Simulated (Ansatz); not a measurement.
Input file:

```yaml
crystal:
  periodic: [false, false, false]
  atoms:
    - {symbol: Al, position_ang: [0.000000, 0.000000, 0.000000]}
    - {symbol: Al, position_ang: [0.000000, 0.000000, 2.546200]}
basis:
  gaussian: {orbitals: def2-mTZVP}
total_charge: -1
magnetization: {spin_polarized: false, initial_magnetization: 1}
correlation: {method: fic_mrcisd_q_relaxed, electrons: outside_noble_gas, active_space: {window: {electrons: 3, orbitals: 3}}}
```

```sh
$ ansatz run in.yaml --threads 1 --pin off --events-out ev --progress --plain --max-ram 2393MiB
```

Log:

```
384 factors; integrals over basis functions are off by at most 8.4e-4 eV
mean field evaluation 1: about -13162.9997 eV, gradient 5.9e0 eV
mean field evaluation 2: about -13163.0315 eV, gradient 6.0e0 eV
mean field evaluation 4: about -13163.3393 eV, gradient 6.3e-1 eV
mean field evaluation 8: about -13163.3471 eV, gradient 1.2e-1 eV
mean field evaluation 16: about -13163.4004 eV, gradient 5.4e-1 eV
mean field evaluation 32: about -13163.6537 eV, gradient 5.3e-3 eV
mean field evaluation 64: about -13163.6536 eV, gradient 2.4e-2 eV
mean field evaluation 96: about -13163.6505 eV, gradient 3.7e-6 eV
mean field evaluation 128: about -13163.2517 eV, gradient 5.5e0 eV
mean field evaluation 160: about -13163.5976 eV, gradient 2.1e-1 eV
...
mean field -13163.65371205 eV, -483.7553512728 hartree, gradient 2.9e-6 eV, S^2 0.750000; 20 other end points of the search recorded, 0 dependent functions left out
reference -13163.65051438 eV, -483.7552337608 hartree; 14, 13 occupied and 30, 31 virtual orbitals, 384 factors
state -13164.04034888 eV, -483.7695599143 hartree
...
state -13164.04034888 eV, -483.7695599143 hartree; corrected -13166.93782546 eV, -483.8760402145 hartree
state -13163.90772559 eV, -483.7646860983 hartree
contracted CI cycle   1: correlation -0.00000000 eV, -0.0000000000 hartree, residual 9.18e0 eV
contracted CI cycle   2: correlation -2.62395656 eV, -0.0964286250 hartree, residual 2.03e0 eV
contracted CI cycle   3: correlation -2.77980784 eV, -0.1021560540 hartree, residual 6.17e-1 eV
contracted CI cycle   4: correlation -2.79391551 eV, -0.1026745011 hartree, residual 2.06e-1 eV
contracted CI cycle   5: correlation -2.79561179 eV, -0.1027368383 hartree, residual 8.60e-2 eV
contracted CI cycle   6: correlation -2.79587590 eV, -0.1027465441 hartree, residual 3.13e-2 eV
contracted CI cycle   7: correlation -2.79590466 eV, -0.1027476011 hartree, residual 9.91e-3 eV
contracted CI cycle   8: correlation -2.79590801 eV, -0.1027477244 hartree, residual 3.84e-3 eV
contracted CI cycle   9: correlation -2.79590845 eV, -0.1027477403 hartree, residual 1.48e-3 eV
contracted CI cycle  10: correlation -2.79590850 eV, -0.1027477421 hartree, residual 4.29e-4 eV
state -13163.90772559 eV, -483.7646860983 hartree; corrected -13167.05650675 eV, -483.8804016718 hartree
state -13163.90772559 eV, -483.7646860983 hartree; corrected -13167.05650675 eV, -483.8804016718 hartree
WARN: the results are in doubt because another end's mean lies 0.133 eV lower, and its corrected mean 0.119 eV higher
Total energy: -13167.05650675 eV, -483.8804016718 hartree
In doubt: another end's mean lies 0.133 eV lower, and its corrected mean 0.119 eV higher
```

The active space holds one configuration alone, so it describes no static correlation.

Natural occupations: 1.0000 1.0000 1.0000.

Ran on 1 thread of AMD EPYC 7R43, shared host: 5.5 s wall, 0.11 GiB peak host memory.
